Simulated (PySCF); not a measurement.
## Si: ionisation energy

Si [Ne] 3s2 3p2 (3P) → Si⁺ [Ne] 3s2 3p1 (2P), as a difference of total energies. Calculation: PySCF 2.14, in cc-pV(D+d)Z (4s3p2d, 23 functions); the non-relativistic Hamiltonian (point nucleus). Correlated levels: valence: [Ne] frozen. The calculations carry no spin-orbit coupling.

```csv
method,ionisation energy (eV),error (eV)
UHF,7.641,-0.516
r2SCAN,8.331,+0.174
PBE,8.190,+0.033
MP2 (valence),7.921,-0.236
SCS-MP2 (valence),7.848,-0.309
CCSD (valence),7.942,-0.215
CCSD(T) (valence),7.953,-0.204
```

Reference: 8.157 eV (measured; NIST levels, between the centres of gravity of the two terms).

Errors of the correlated levels include the incompleteness of this basis and the frozen core.
